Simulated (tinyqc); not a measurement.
Hueckel theory of the pi electrons with the omega technique, for the molecule [CH2-]C=CF (SMILES; centres numbered as the heavy atoms are written), step by step. One step of it, computed by the program tinyqc.

Problem. Omega technique, round 2. h_r = h_r(0) + omega q_r, omega = 1, with q_r = z_r - P_rr; 0.3 of the old diagonal is kept.

Hueckel matrix in units of beta (H = alpha + beta A), order 1C, 2C, 3C, 4F:
$$\begin{pmatrix}
0.000000 & 1.000000 & 0.000000 & 0.000000 \\
1.000000 & 0.000000 & 1.000000 & 0.000000 \\
0.000000 & 1.000000 & 0.000000 & 0.700000 \\
0.000000 & 0.000000 & 0.700000 & 3.080000
\end{pmatrix}$$

charge and bond-order matrix P, order 1C, 2C, 3C, 4F:
$$\begin{pmatrix}
1.459226 & 0.682595 & -0.562346 & 0.083325 \\
0.682595 & 1.138391 & 0.709824 & -0.105177 \\
-0.562346 & 0.709824 & 1.415222 & 0.086649 \\
0.083325 & -0.105177 & 0.086649 & 1.987161
\end{pmatrix}$$

Centres:
```
centre  z_r, pi electrons of the neutral centre         h
1C                                            1  0.000000
2C                                            1  0.000000
3C                                            1  0.000000
4F                                            2  3.080000
```

Give: matrix after round 2.

Solution.

matrix after round 2, order 1C, 2C, 3C, 4F:
$$\begin{pmatrix}
-0.4333 & 1.0000 & 0.0000 & 0.0000 \\
1.0000 & -0.1026 & 1.0000 & 0.0000 \\
0.0000 & 1.0000 & -0.3859 & 0.7000 \\
0.0000 & 0.0000 & 0.7000 & 3.0917
\end{pmatrix}$$
